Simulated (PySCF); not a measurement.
(E)-diazene, H2N2, SMILES [H]/N=N/[H], point group C2h.

Force field and properties: PBE0/pcSseg-2 (PySCF, grid level 2). Vibrational terms come from second-order perturbation theory with semi-diagonal cubic constants, by steps of ±0.6 along the normal coordinates of each isotopologue. The parent has the commonest isotopes.

Equilibrium geometry (Å):

| atom | x | y | z |
| --- | --- | --- | --- |
| H1 | 1.3459 | 0.0803 | 0.4533 |
| N2 | 0.4779 | -0.2989 | 0.8612 |
| N3 | -0.4574 | 0.3084 | 0.3409 |
| H4 | -1.3255 | -0.0708 | 0.7488 |

**Question.** How much do zero-point and thermal motion change the parent's shieldings?

**Answer.** 
```
atom  σe (ppm)  anharmonic part, 0 K  harmonic part, 0 K  Δσ at 0 K  Δσ at 200 K  Δσ at 1000 K
  H1     13.73                 -0.14               -0.76      -0.90        -0.90         -1.15
  N2   -413.29                 -6.10              -16.31     -22.41       -22.64        -30.41
```

**Question.** And the bond lengths, in the parent and with ²H at 1?

**Answer.** 
```tsv
bond	re (Å)	⟨r⟩ at 0 K	between mean positions	⟨r⟩, labelled
H1–N2	1.0314	1.0536	1.0449	1.0476
N2–N3	1.2305	1.2349	1.2348	1.2350
```

**Question.** What are the dipole moments?

**Answer.** 0.000 D at equilibrium; averaged at 0 K: parent 0.000 D; ²H at 1 0.011 D; ¹⁵N at 2 0.000 D; ²H at 1, ²H at 4 0.000 D; ¹⁵N at 2, ¹⁵N at 3 0.000 D; ²H at 1, ¹⁵N at 2 0.012 D. Measured: 0 D (NIST CCCBDB Release 22 (SRD 101), experimental dipoles).

The study (103 SCF points, 100 basis functions) took 2.8 min on 1 thread of Arm Neoverse V2, on a host shared with other jobs (rough), peak memory 0.46 GiB, launched as `OMP_NUM_THREADS=1 python ens_run.py task.json out`.
